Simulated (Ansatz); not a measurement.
Basis sets compared for MgCl2. Charge 0, multiplicity 1. Geometry PBE0-D4/def2-TZVP. Ansatz on 4 threads of Arm Neoverse V2 on a shared host; times are rough, and most runs start from earlier orbitals.

```xyz
3

Mg    0.000   -0.007   -0.001
Cl    0.009    0.399   -2.131
Cl   -0.009   -0.393    2.132
```

Binding counts from free atoms (Mg singlet, Cl doublet) in the same basis, without a counterpoise term.

| level | functions | energy (Eh) | HOMO (eV) | LUMO (eV) | binding per atom (eV) | wall time |
| --- | --- | --- | --- | --- | --- | --- |
| HF/STO-3G | 27 | -1106.5034 | -9.37 | 7.17 | 3.73 | 0.05 s |
| HF/6-31G | 39 | -1118.6832 | -12.36 | 0.15 | 1.83 | 0.1 s |
| PBE-D4/def2-SVP | 54 | -1119.7677 | -7.49 | -2.43 | 2.74 | 0.35 s |
| PBE-D4/def2-TZVP | 106 | -1120.1570 | -7.63 | -2.50 | 2.70 | 0.45 s |
| r2SCAN-D4/def2-TZVP | 106 | -1120.5749 | -7.98 | -2.02 | 2.79 | 1.1 s |
| PBE0-D4/def2-SVP | 54 | -1119.8660 | -8.92 | -1.74 | 2.71 | 0.4 s |
| PBE0-D4/def2-TZVP (with forces) | 106 | -1120.2518 | -9.02 | -1.79 | 2.69 | 0.65 s |

(1) Estimate the rows for PBE-D4/def2-TZVPD, r2SCAN-D4/def2-TZVPD, PBE0-D4/def2-TZVPD.

## Answers

(1) 
```csv
level,functions,energy (Eh),HOMO (eV),LUMO (eV),binding per atom (eV),wall time
PBE-D4/def2-TZVPD,127,-1120.1587,-7.66,-2.53,2.69,0.65 s
r2SCAN-D4/def2-TZVPD,127,-1120.5761,-7.99,-2.01,2.80,1.4 s
PBE0-D4/def2-TZVPD,127,-1120.2533,-9.03,-1.81,2.69,0.8 s
```
